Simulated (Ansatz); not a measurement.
Mulliken charges of AlBH₄O, SMILES `O[BH][AlH2]` from r2SCAN/def2-TZVPP in Ansatz (PBE0-D4/def2-TZVP geometry).

| atom | x (Å) | y (Å) | z (Å) | charge (e) |
| --- | --- | --- | --- | --- |
| O1 | -1.409 | -0.699 | -0.712 | -0.278 |
| B2 | -0.372 | 0.174 | -0.635 | 0.070 |
| Al3 | 0.998 | 0.029 | 1.012 | 0.384 |
| H4 | -1.973 | -0.564 | -1.480 | 0.217 |
| H5 | -0.275 | 1.000 | -1.517 | -0.056 |
| H6 | 0.769 | 0.844 | 2.364 | -0.168 |
| H7 | 2.324 | -0.853 | 0.922 | -0.168 |

By hand: the dipole of these point charges (1 e Å = 4.8032 D).

Σ q r = (-0.183, 0.041, -0.246) e Å, of length 0.309 e Å = 1.48 D.

How does the dipole of the full density compare? (An estimate is asked.)

Ansatz gave: (-0.276, 0.044, -0.350) e Å, 2.15 D; the point charges give 0.69 times that, at 3° from its direction.

Point charges leave out the atoms' own dipoles, such as those of lone pairs, and Mulliken's split depends on the basis, so the two needn't agree.
